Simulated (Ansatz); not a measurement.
## Worked example: vertical energy of the singlet above the triplet of O2 (oxygen)

O2 has 2 atoms, charge 0, and is taken as a triplet. As SMILES, `O=O`. The coordinates come from a GFN2-xTB relaxation.

```xyz
2

O     0.5169   -0.1672    0.2662
O    -0.5169    0.1672   -0.2662
```

Both states at this one shape; open shells run unrestricted unless said. 1 Eh = 27.2114 eV.

| level | program | triplet O2 (Eh) | singlet O2 (Eh) |
| --- | --- | --- | --- |
| UBLYP/STO-3G | Ansatz | -148.241324 | -148.174538 |
| U-r2SCAN0/STO-3G | Ansatz | -148.226882 | -148.148223 |

**Question.** Work out the vertical gap, second state less first, at each level.

**Answer.** 
1. UBLYP/STO-3G: -148.174538 − (-148.241324) = 0.066786 Eh = 1.82 eV.
2. U-r2SCAN0/STO-3G: -148.148223 − (-148.226882) = 0.078659 Eh = 2.14 eV.

No measured value is set beside it here; the levels span 1.82 to 2.14 eV. Minimal sets are far from the basis-set limit.
